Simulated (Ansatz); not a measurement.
## Nudged elastic band run: BClH4O

Input:

```yaml
crystal:
  periodic: [false, false, false]
  atoms:
    - { symbol: B, position_ang: [-0.144287, -0.430123, -0.010448] }
    - { symbol: O, position_ang: [-0.494284, 0.132465, 1.171906] }
    - { symbol: H, position_ang: [-1.113902, -0.387147, 1.70218] }
    - { symbol: H, position_ang: [0.625246, 0.188939, -0.697524] }
    - { symbol: H, position_ang: [-0.600454, -1.503004, -0.329006] }
    - { symbol: Cl, position_ang: [0.772755, 3.024902, 1.605993] }
    - { symbol: H, position_ang: [0.195125, 1.858668, 1.581399] }
basis:
  gaussian: { orbitals: def2-SVP }
hamiltonian:
  xc: b3lyp
  dispersion: d4
neb:
  order_check: false
  images: 5
  f_tol: 0.05
  max_iterations: 60
  max_displacement: 0.02
  optimiser: lbfgs
  final_atoms:
    - { symbol: B, position_ang: [0.00888932, 0.36116154, 0.01995563] }
    - { symbol: O, position_ang: [-0.15377803, -0.09805759, 1.62066987] }
    - { symbol: H, position_ang: [-1.0475205, 0.16449166, 1.90536971] }
    - { symbol: H, position_ang: [1.15852158, 0.07990342, -0.2181805] }
    - { symbol: H, position_ang: [-0.86748036, -0.26796649, -0.52258964] }
    - { symbol: Cl, position_ang: [-0.31251899, 2.18581774, 0.07973584] }
    - { symbol: H, position_ang: [0.45408598, 0.45934972, 2.13953908] }
  initial_path:
    images:
      - { positions_ang: [[-0.144287, -0.430123, -0.010448], [-0.494284, 0.132465, 1.171906], [-1.113902, -0.387147, 1.70218], [0.625246, 0.188939, -0.697524], [-0.600454, -1.503004, -0.329006], [0.772755, 3.024902, 1.605993], [0.195125, 1.858668, 1.581399]] }
      - { positions_ang: [[-0.07106799, -0.3040033, 0.00922942], [-0.36003625, 0.11685185, 1.3796896], [-1.08373986, -0.32227139, 1.82403932], [0.80265299, 0.10229335, -0.61369546], [-0.69826014, -1.0438106, -0.4319313], [0.53794789, 2.6981001, 1.26043586], [0.11270236, 1.63754, 1.59673256]] }
      - { positions_ang: [[0.00215103, -0.17788359, 0.02890684], [-0.2257885, 0.1012387, 1.5874732], [-1.05357772, -0.25739579, 1.94589865], [0.98005997, 0.01564769, -0.52986692], [-0.79606628, -0.58461721, -0.5348566], [0.30314079, 2.37129821, 0.91487872], [0.03027971, 1.41641199, 1.61206612]] }
      - { positions_ang: [[0.07537004, -0.05176389, 0.04858427], [-0.09154075, 0.08562555, 1.7952568], [-1.02341557, -0.19252018, 2.06775797], [1.15746696, -0.07099796, -0.44603838], [-0.89387242, -0.12542381, -0.6377819], [0.06833368, 2.04449631, 0.56932157], [-0.05214293, 1.19528399, 1.62739967]] }
      - { positions_ang: [[0.0532098, 0.08587792, 0.03904139], [-0.11228651, 0.02439783, 1.73706116], [-1.03145055, -0.07351623, 2.01362855], [1.1578185, -0.0206975, -0.37008576], [-0.88507507, -0.17293804, -0.59938448], [-0.05861721, 2.09160346, 0.40612633], [0.11660004, 0.94997256, 1.79811281]] }
      - { positions_ang: [[0.03104956, 0.22351973, 0.02949851], [-0.13303227, -0.03682988, 1.67886551], [-1.03948552, 0.04548771, 1.95949913], [1.15817004, 0.02960296, -0.29413313], [-0.87627771, -0.22045226, -0.56098706], [-0.1855681, 2.1387106, 0.24293108], [0.28534301, 0.70466114, 1.96882595]] }
      - { positions_ang: [[0.00888932, 0.36116154, 0.01995563], [-0.15377803, -0.09805759, 1.62066987], [-1.0475205, 0.16449166, 1.90536971], [1.15852158, 0.07990342, -0.2181805], [-0.86748036, -0.26796649, -0.52258964], [-0.31251899, 2.18581774, 0.07973584], [0.45408598, 0.45934972, 2.13953908]] }
```

Launched with:

```bash
$ ansatz run input.yaml --threads 1 --pin off --max-ram 2048MiB --backend cpu --events-out ev --progress --plain --runs-dir out
```

Output, in part (warnings, iteration lines, the closing report on the highest movable image, with atoms numbered from 0):

```
NEB end point (image 0): max|allowed force component| = 1.947e-2 eV/Å (the criterion of neb.relax_end_points is 1.000e-2)
NEB end point (image 6): max|allowed force component| = 2.758e-2 eV/Å (the criterion of neb.relax_end_points is 1.000e-2)
NEB iter   1: max|band force component| = 6.253e0 eV/Å  barrier→ = 2.3303 eV  barrier← = 2.1860 eV  Δτ_max = 0.0200 Å  (166 SCF iters)
NEB iter   2: max|band force component| = 5.188e0 eV/Å  barrier→ = 2.1087 eV  barrier← = 1.9643 eV  Δτ_max = 0.0200 Å  (144 SCF iters)
NEB iter   3: max|band force component| = 4.244e0 eV/Å  barrier→ = 1.9074 eV  barrier← = 1.7630 eV  Δτ_max = 0.0200 Å  (145 SCF iters)
NEB iter   4: max|band force component| = 3.648e0 eV/Å  barrier→ = 1.7392 eV  barrier← = 1.5948 eV  Δτ_max = 0.0200 Å  (145 SCF iters)
NEB iter   5: max|band force component| = 3.245e0 eV/Å  barrier→ = 1.5922 eV  barrier← = 1.4478 eV  Δτ_max = 0.0200 Å  (140 SCF iters)
NEB iter   6: max|band force component| = 2.897e0 eV/Å  barrier→ = 1.4659 eV  barrier← = 1.3215 eV  Δτ_max = 0.0200 Å  (147 SCF iters)
NEB iter   7: max|band force component| = 2.583e0 eV/Å  barrier→ = 1.3577 eV  barrier← = 1.2133 eV  Δτ_max = 0.0200 Å  (138 SCF iters)
NEB iter   8: max|band force component| = 2.296e0 eV/Å  barrier→ = 1.2673 eV  barrier← = 1.1229 eV  Δτ_max = 0.0200 Å  (139 SCF iters)
NEB iter   9: max|band force component| = 2.026e0 eV/Å  barrier→ = 1.1916 eV  barrier← = 1.0472 eV  Δτ_max = 0.0200 Å  (140 SCF iters)
NEB iter  10: max|band force component| = 1.763e0 eV/Å  barrier→ = 1.1276 eV  barrier← = 0.9832 eV  Δτ_max = 0.0200 Å  (139 SCF iters)
NEB iter  11: max|band force component| = 1.508e0 eV/Å  barrier→ = 1.0721 eV  barrier← = 0.9277 eV  Δτ_max = 0.0200 Å  (141 SCF iters)
NEB iter  12: max|band force component| = 1.247e0 eV/Å  barrier→ = 1.0210 eV  barrier← = 0.8766 eV  Δτ_max = 0.0200 Å  (140 SCF iters)
NEB iter  13: max|band force component| = 9.964e-1 eV/Å  barrier→ = 0.9715 eV  barrier← = 0.8271 eV  Δτ_max = 0.0200 Å  (139 SCF iters)
NEB iter  14: max|band force component| = 8.214e-1 eV/Å  barrier→ = 0.9226 eV  barrier← = 0.7782 eV  Δτ_max = 0.0200 Å  (139 SCF iters)
NEB iter  15: max|band force component| = 6.957e-1 eV/Å  barrier→ = 0.8759 eV  barrier← = 0.7315 eV  Δτ_max = 0.0200 Å  (132 SCF iters)
NEB iter  16: max|band force component| = 6.027e-1 eV/Å  barrier→ = 0.8304 eV  barrier← = 0.6860 eV  Δτ_max = 0.0200 Å  (135 SCF iters)
NEB iter  17: max|band force component| = 5.959e-1 eV/Å  barrier→ = 0.7855 eV  barrier← = 0.6411 eV  Δτ_max = 0.0200 Å  (132 SCF iters)
NEB iter  18: max|band force component| = 5.933e-1 eV/Å  barrier→ = 0.7396 eV  barrier← = 0.5953 eV  Δτ_max = 0.0200 Å  (135 SCF iters)
NEB iter  19: max|band force component| = 5.645e-1 eV/Å  barrier→ = 0.6938 eV  barrier← = 0.5494 eV  Δτ_max = 0.0200 Å  (134 SCF iters)
NEB iter  20: max|band force component| = 5.354e-1 eV/Å  barrier→ = 0.6473 eV  barrier← = 0.5029 eV  Δτ_max = 0.0200 Å  (133 SCF iters)
NEB iter  21: max|band force component| = 6.780e-1 eV/Å  barrier→ = 0.6016 eV  barrier← = 0.4573 eV  CI = image 3  Δτ_max = 0.0141 Å  (135 SCF iters)
NEB iter  22: max|band force component| = 6.860e-1 eV/Å  barrier→ = 0.6207 eV  barrier← = 0.4764 eV  CI = image 3  Δτ_max = 0.0147 Å  (120 SCF iters)
NEB iter  23: max|band force component| = 7.224e-1 eV/Å  barrier→ = 0.6416 eV  barrier← = 0.4972 eV  CI = image 3  Δτ_max = 0.0148 Å  (117 SCF iters)
NEB iter  24: max|band force component| = 7.357e-1 eV/Å  barrier→ = 0.6627 eV  barrier← = 0.5183 eV  CI = image 3  Δτ_max = 0.0146 Å  (117 SCF iters)
NEB iter  25: max|band force component| = 7.244e-1 eV/Å  barrier→ = 0.6835 eV  barrier← = 0.5391 eV  CI = image 3  Δτ_max = 0.0200 Å  (116 SCF iters)
NEB iter  26: max|band force component| = 6.851e-1 eV/Å  barrier→ = 0.7122 eV  barrier← = 0.5678 eV  CI = image 3  Δτ_max = 0.0200 Å  (116 SCF iters)
NEB iter  27: max|band force component| = 6.246e-1 eV/Å  barrier→ = 0.7408 eV  barrier← = 0.5964 eV  CI = image 3  Δτ_max = 0.0200 Å  (118 SCF iters)
NEB iter  28: max|band force component| = 5.568e-1 eV/Å  barrier→ = 0.7693 eV  barrier← = 0.6249 eV  CI = image 3  Δτ_max = 0.0200 Å  (119 SCF iters)
NEB iter  29: max|band force component| = 5.067e-1 eV/Å  barrier→ = 0.7982 eV  barrier← = 0.6538 eV  CI = image 3  Δτ_max = 0.0200 Å  (119 SCF iters)
NEB iter  30: max|band force component| = 4.857e-1 eV/Å  barrier→ = 0.8262 eV  barrier← = 0.6818 eV  CI = image 3  Δτ_max = 0.0200 Å  (119 SCF iters)
NEB iter  31: max|band force component| = 4.673e-1 eV/Å  barrier→ = 0.8515 eV  barrier← = 0.7071 eV  CI = image 3  Δτ_max = 0.0200 Å  (118 SCF iters)
NEB iter  32: max|band force component| = 4.540e-1 eV/Å  barrier→ = 0.8724 eV  barrier← = 0.7280 eV  CI = image 3  Δτ_max = 0.0200 Å  (120 SCF iters)
NEB iter  33: max|band force component| = 4.632e-1 eV/Å  barrier→ = 0.8828 eV  barrier← = 0.7385 eV  CI = image 3  Δτ_max = 0.0066 Å  (121 SCF iters)
NEB iter  34: max|band force component| = 4.355e-1 eV/Å  barrier→ = 0.8804 eV  barrier← = 0.7361 eV  CI = image 3  Δτ_max = 0.0200 Å  (113 SCF iters)
NEB iter  35: max|band force component| = 3.537e-1 eV/Å  barrier→ = 0.8701 eV  barrier← = 0.7257 eV  CI = image 3  Δτ_max = 0.0200 Å  (133 SCF iters)
NEB iter  36: max|band force component| = 3.214e-1 eV/Å  barrier→ = 0.8542 eV  barrier← = 0.7098 eV  CI = image 3  Δτ_max = 0.0200 Å  (132 SCF iters)
NEB iter  37: max|band force component| = 3.736e-1 eV/Å  barrier→ = 0.8395 eV  barrier← = 0.6951 eV  CI = image 3  Δτ_max = 0.0061 Å  (141 SCF iters)
NEB iter  38: max|band force component| = 3.539e-1 eV/Å  barrier→ = 0.8385 eV  barrier← = 0.6942 eV  CI = image 3  Δτ_max = 0.0200 Å  (114 SCF iters)
NEB iter  39: max|band force component| = 5.026e-1 eV/Å  barrier→ = 0.8378 eV  barrier← = 0.6934 eV  CI = image 3  Δτ_max = 0.0073 Å  (129 SCF iters)
NEB iter  40: max|band force component| = 2.637e-1 eV/Å  barrier→ = 0.8385 eV  barrier← = 0.6941 eV  CI = image 3  Δτ_max = 0.0057 Å  (120 SCF iters)
NEB iter  41: max|band force component| = 2.362e-1 eV/Å  barrier→ = 0.8396 eV  barrier← = 0.6952 eV  CI = image 3  Δτ_max = 0.0200 Å  (108 SCF iters)
NEB iter  42: max|band force component| = 2.528e-1 eV/Å  barrier→ = 0.8438 eV  barrier← = 0.6995 eV  CI = image 3  Δτ_max = 0.0044 Å  (120 SCF iters)
NEB iter  43: max|band force component| = 1.600e-1 eV/Å  barrier→ = 0.8445 eV  barrier← = 0.7001 eV  CI = image 3  Δτ_max = 0.0029 Å  (113 SCF iters)
NEB iter  44: max|band force component| = 1.796e-1 eV/Å  barrier→ = 0.8451 eV  barrier← = 0.7008 eV  CI = image 3  Δτ_max = 0.0027 Å  (103 SCF iters)
NEB iter  45: max|band force component| = 1.607e-1 eV/Å  barrier→ = 0.8456 eV  barrier← = 0.7012 eV  CI = image 3  Δτ_max = 0.0057 Å  (108 SCF iters)
NEB iter  46: max|band force component| = 1.855e-1 eV/Å  barrier→ = 0.8463 eV  barrier← = 0.7019 eV  CI = image 3  Δτ_max = 0.0033 Å  (112 SCF iters)
NEB iter  47: max|band force component| = 1.470e-1 eV/Å  barrier→ = 0.8464 eV  barrier← = 0.7020 eV  CI = image 3  Δτ_max = 0.0028 Å  (110 SCF iters)
NEB iter  48: max|band force component| = 1.435e-1 eV/Å  barrier→ = 0.8465 eV  barrier← = 0.7022 eV  CI = image 3  Δτ_max = 0.0200 Å  (98 SCF iters)
NEB iter  49: max|band force component| = 2.399e-1 eV/Å  barrier→ = 0.8461 eV  barrier← = 0.7017 eV  CI = image 3  Δτ_max = 0.0042 Å  (128 SCF iters)
NEB iter  50: max|band force component| = 9.407e-2 eV/Å  barrier→ = 0.8460 eV  barrier← = 0.7016 eV  CI = image 3  Δτ_max = 0.0010 Å  (108 SCF iters)
NEB iter  51: max|band force component| = 8.489e-2 eV/Å  barrier→ = 0.8459 eV  barrier← = 0.7015 eV  CI = image 3  Δτ_max = 0.0092 Å  (94 SCF iters)
NEB iter  52: max|band force component| = 2.154e-1 eV/Å  barrier→ = 0.8455 eV  barrier← = 0.7011 eV  CI = image 3  Δτ_max = 0.0032 Å  (112 SCF iters)
NEB iter  53: max|band force component| = 1.128e-1 eV/Å  barrier→ = 0.8455 eV  barrier← = 0.7011 eV  CI = image 3  Δτ_max = 0.0006 Å  (104 SCF iters)
NEB iter  54: max|band force component| = 6.635e-2 eV/Å  barrier→ = 0.8455 eV  barrier← = 0.7011 eV  CI = image 3  Δτ_max = 0.0035 Å  (95 SCF iters)
NEB iter  55: max|band force component| = 9.840e-2 eV/Å  barrier→ = 0.8456 eV  barrier← = 0.7012 eV  CI = image 3  Δτ_max = 0.0018 Å  (111 SCF iters)
NEB iter  56: max|band force component| = 6.065e-2 eV/Å  barrier→ = 0.8456 eV  barrier← = 0.7012 eV  CI = image 3  Δτ_max = 0.0010 Å  (101 SCF iters)
NEB iter  57: max|band force component| = 5.956e-2 eV/Å  barrier→ = 0.8456 eV  barrier← = 0.7012 eV  CI = image 3  Δτ_max = 0.0200 Å  (93 SCF iters)
NEB iter  58: max|band force component| = 1.488e-1 eV/Å  barrier→ = 0.8457 eV  barrier← = 0.7013 eV  CI = image 3  Δτ_max = 0.0022 Å  (133 SCF iters)
NEB iter  59: max|band force component| = 7.967e-2 eV/Å  barrier→ = 0.8457 eV  barrier← = 0.7013 eV  CI = image 3  Δτ_max = 0.0005 Å  (101 SCF iters)
NEB iter  60: max|band force component| = 4.578e-2 eV/Å  barrier→ = 0.8456 eV  barrier← = 0.7013 eV  CI = image 3  Δτ_max = 0.0000 Å  (217 SCF iters)
Total energy: -15306.04305747 eV, -562.4867075533 hartree
Atom 0 at     0.039392     0.061464     0.152220 Å, force    -0.003121     0.022996    -0.014180 eV/Å
Atom 1 at    -0.077024    -0.068824     1.633343 Å, force    -0.002472     0.032139    -0.000926 eV/Å
Atom 2 at    -0.984425    -0.280771     1.899446 Å, force     0.007793    -0.001136     0.001208 eV/Å
Atom 3 at     1.141437    -0.142940    -0.266578 Å, force     0.001651    -0.009948     0.000660 eV/Å
Atom 4 at    -0.962517    -0.160444    -0.472836 Å, force    -0.001669    -0.015729     0.000097 eV/Å
Atom 5 at     0.071339     2.277507     0.499685 Å, force     0.007770     0.010044    -0.005690 eV/Å
Atom 6 at     0.011997     1.198709     1.579219 Å, force    -0.009952    -0.038366     0.018831 eV/Å
Dipole moment:    -0.344628    -0.279087     0.373899 e Å
```

The run converged. Another band between the same ends (5 images) ends at a top of the same energy, where a vibrational analysis finds 1 clearly imaginary mode. The orbitals stay closed-shell, which can raise the energy where a bond breaks towards radicals; this wasn't checked here.

Final band (atoms are numbered from 1 in the order of the input):

| image | path coordinate (Å) | energy (eV) | Cl6–H7 (Å) | B1–Cl6 (Å) | O2–H7 (Å) |
| --- | --- | --- | --- | --- | --- |
| 0 | 0.00 | 0.00 | 1.30 | 3.92 | 1.90 |
| 1 | 0.94 | 0.03 | 1.30 | 3.58 | 1.91 |
| 2 | 1.88 | 0.10 | 1.30 | 3.12 | 1.96 |
| 3 | 2.82 | 0.85 | 1.53 | 2.24 | 1.27 |
| 4 | 3.34 | 0.26 | 2.03 | 1.92 | 1.00 |
| 5 | 3.86 | 0.15 | 2.50 | 1.86 | 0.98 |
| 6 | 4.39 | 0.14 | 2.79 | 1.85 | 0.97 |

The run took 6.3 min on 1 thread of Intel(R) Xeon(R) Platinum 8488C (Sapphire Rapids), on a shared host, peak memory 0.14 GiB.
